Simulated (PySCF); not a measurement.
## One molecule, many functionals

3-amino-1-propanol, C3H9NO.
SMILES: `NCCCO`

Linear-response calculations in the def2-SVPD basis (PySCF; singlets by full response, triplets Tamm–Dancoff, core orbitals frozen in the response; HF means time-dependent Hartree–Fock). 'Strongest' is the level of largest summed f among the singlets computed (10 roots, of which the last may lack a degenerate partner); it can jump between rows when another state enters that window. S1 is the lowest singlet of each run and needn't be the same state throughout; f(S1) is that of one state. Isolated species at its PBE0-D3(BJ)/def2-SVP geometry (one conformer only).

| functional | kind | S1 (eV) | f(S1) | strongest (eV) | T1 (eV) | HOMO (eV) | gap (eV) | ionisation energy, ΔSCF (eV) |
| --- | --- | --- | --- | --- | --- | --- | --- | --- |
| LDA | LDA | 5.43 | 0.005 | 7.04 | 5.36 | -5.72 | 5.39 | 9.18 |
| PBE | GGA | 5.38 | 0.005 | 6.98 | 5.30 | -5.60 | 5.35 | 9.06 |
| B3LYP | global hybrid, 20% exact exchange | 6.17 | 0.008 | 7.23 | 5.94 | -6.95 | 7.13 | 9.27 |
| PBE0 | global hybrid, 25% exact exchange | 6.43 | 0.008 | 7.53 | 6.16 | -7.17 | 7.68 | 9.28 |
| BHandHLYP | global hybrid, 50% exact exchange | 6.91 | 0.010 | 8.66 | 6.60 | -8.65 | 9.66 | 9.63 |
| CAM-B3LYP | range-separated hybrid | 6.55 | 0.010 | 8.30 | 6.26 | -8.64 | 9.80 | 9.56 |
| LC-wPBE | range-separated hybrid | 7.16 | 0.012 | 8.69 | 6.81 | -9.95 | 12.26 | 9.80 |
| HF | Hartree–Fock | 7.87 | 0.013 | 9.35 | 7.39 | -10.89 | 13.52 | not settled |

Q: What does wB97X-D (range-separated hybrid) give?

A: S1 (eV) 6.83, f(S1) 0.012, strongest (eV) 8.61, T1 (eV) 6.63, HOMO (eV) -9.10, gap (eV) 11.31, ionisation energy, ΔSCF (eV) 9.47. S1 runs from 5.38 eV (PBE) to 7.87 eV (HF), a spread of 2.49 eV, while the orbital gap spreads over 8.2 eV. Along PBE (0%), B3LYP (20%), PBE0 (25%), BHandHLYP (50%), HF (100%) S1 rises with the share of exact exchange. −ε(HOMO) comes closest to its own ΔSCF ionisation energy with LC-wPBE (+0.16 eV) and misses most with PBE (-3.47 eV). 'Not settled' means that the ion's SCF failed to converge or may have ended in another state than the lowest.
